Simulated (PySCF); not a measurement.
**A complex of chlorine monofluoride and carbonyl sulfide**

A gas-phase complex of chlorine monofluoride and carbonyl sulfide; neutral, singlet. The structure comes from a short search (a few tight-binding starts) and was relaxed by PBE0-D3(BJ)/def2-SVPD; another way of binding may lie lower. No frequency run checks that it is a minimum.

```tsv
part	name	SMILES	atoms	charge	multiplicity
1	chlorine monofluoride	FCl	1–2	0	1
2	carbonyl sulfide	O=C=S	3–5	0	1
```

Coordinates in Å:
```
Cl1     0.601    0.041    0.127
F2     -0.903   -0.478   -0.315
O3      3.014    0.968    0.878
C4      3.433    1.923    1.385
S5      4.002    3.207    2.067
```

Contacts between parts, classed by geometry: F2–Cl1···O3 2.692 Å (halogen bond, 178°).

Interaction energies are complex less parts, with the parts frozen as they stand in it; counterpoise-corrected, in kcal/mol (PySCF). The CCSD(T) estimate is Hartree-Fock/aug-cc-pVTZ, plus the MP2 correlation part extrapolated as X⁻³ from aug-cc-pVDZ and aug-cc-pVTZ, plus CCSD(T) less MP2 in aug-cc-pVDZ; noble-gas cores are frozen. It isn't the exact limit.

Problem. How strongly do the parts interact, level by level?

Solution. 
```csv
level,interaction,superposition error removed
Hartree-Fock/aug-cc-pVTZ,0.00,-
MP2/aug-cc-pVTZ,-2.07,-0.45
"CCSD(T), estimated basis limit",-1.93,-
```

Problem. What holds them together? Decompose the MP2/aug-cc-pVTZ energy: frozen parts, their antisymmetrised product, then relaxation.

Solution. electrostatic -3.3, Pauli repulsion +4.7, orbital relaxation -1.6, correlation -2.4 kcal/mol, which sum to the value before the counterpoise correction, the first three by Hartree-Fock. Of the attraction, 45 % is electrostatic, 33 % is correlation, 22 % is orbital relaxation.

The orbital and correlation terms together hold the superposition error of 0.4 kcal/mol.
